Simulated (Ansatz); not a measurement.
**BH₃O₃: one species, many methods**

How much do the methods differ for BH₃O₃? The plan is to run it at one geometry with functionals of several rungs and with coupled cluster. The yardstick is the atomisation energy at the CCSD(T) limit.

The runs use Ansatz 0.2.0, Gaussian basis; functionals in def2-TZVPP, the program's frozen cores in correlated methods.

The runs, in order: PBE-D4, r2SCAN-D4, PBE0-D4, B3LYP-D4, ωB97X-V, ωB97M-V, B2PLYP; CCSD(T)/def2-TZVPP; CCSD(T)/def2-QZVPP; extrapolation to the limit.

### Step 1. The geometry

An earlier PBE0-D4 in a triple-zeta def2 set relaxation fixed the geometry.

7 atoms, charge 0, spin multiplicity 1.

Atoms are counted from 1 here; the program's logs count them from 0.

Bond lengths: O1–B2 1.366 Å, O1–H5 0.960 Å, B2–O3 1.366 Å, B2–O4 1.366 Å, O3–H6 0.960 Å, O4–H7 0.960 Å. Angles: B2–O1–H5 112.2°, O1–B2–O3 120.0°, O1–B2–O4 120.0°, O3–B2–O4 120.0°, B2–O3–H6 112.2°, B2–O4–H7 112.2°.

### Step 2. PBE-D4 (GGA)

in.yaml

```yaml
crystal:
  periodic: [false, false, false]
  atoms:
    - {symbol: O, position_ang: [-0.562508, 1.230475, 0.188829]}
    - {symbol: B, position_ang: [-0.000005, -0.000006, -0.000001]}
    - {symbol: O, position_ang: [-0.308363, -1.028823, 0.844158]}
    - {symbol: O, position_ang: [0.870867, -0.201666, -1.032991]}
    - {symbol: H, position_ang: [-1.154526, 1.246453, 0.943756]}
    - {symbol: H, position_ang: [0.147986, -1.839558, 0.609405]}
    - {symbol: H, position_ang: [1.006539, 0.593116, -1.553155]}
basis:
  gaussian: {orbitals: def2-TZVPP}
hamiltonian: {xc: pbe, dispersion: d4}
output: {forces: true, orbitals: {seedname: orbitals}}
```

Run with:

```bash
> ansatz run in.yaml --threads 2 --pin off --events-out ev --progress --plain --max-ram 31744MiB --backend cpu
```

The runs that follow: r2SCAN-D4 (meta-GGA); PBE0-D4 (hybrid); B3LYP-D4 (hybrid); ωB97X-V (range-separated); ωB97M-V (range-separated); B2PLYP (double hybrid); CCSD(T) in def2-TZVPP; CCSD(T) in def2-QZVPP.

Q: Predict the results of all the runs planned. Wanted: atomisation energy, CCSD(T)/CBS; farthest; mean size of error, hybrid; mean size of error, range-separated; gap, smallest and largest; T1 diagnostic; triples share of the correlation energy.

**Answer**, as computed:

| quantity | value |
| --- | --- |
| atomisation energy, CCSD(T)/CBS | 734.2 kcal/mol |
| functionals within 3.7 kcal/mol (0.5 %) | r2SCAN-D4, ωB97X-V, ωB97M-V |
| farthest | PBE-D4 (+15.5 kcal/mol) |
| mean size of error, hybrid | 4.9 kcal/mol |
| mean size of error, range-separated | 2.7 kcal/mol |
| gap, smallest and largest | 7.30 eV (PBE-D4), 14.32 eV (ωB97X-V) |
| T1 diagnostic | 0.0115 |
| triples share of the correlation energy | 3.4 % |

**Reading.** PBE-D4 misses by +15.5 kcal/mol. Double hybrids carry the basis error of their MP2 part in triple zeta, and no dispersion term here, so their miss is partly the set-up's. Misses under about 3.7 kcal/mol are within the doubt on the reference itself, which lacks core-valence correlation, relativity and higher excitations. Hartree-Fock recovers 71 % of the binding; the rest is correlation. The gap grows from 7.3 to 14.3 eV across the functionals, mostly with the share of exact exchange.
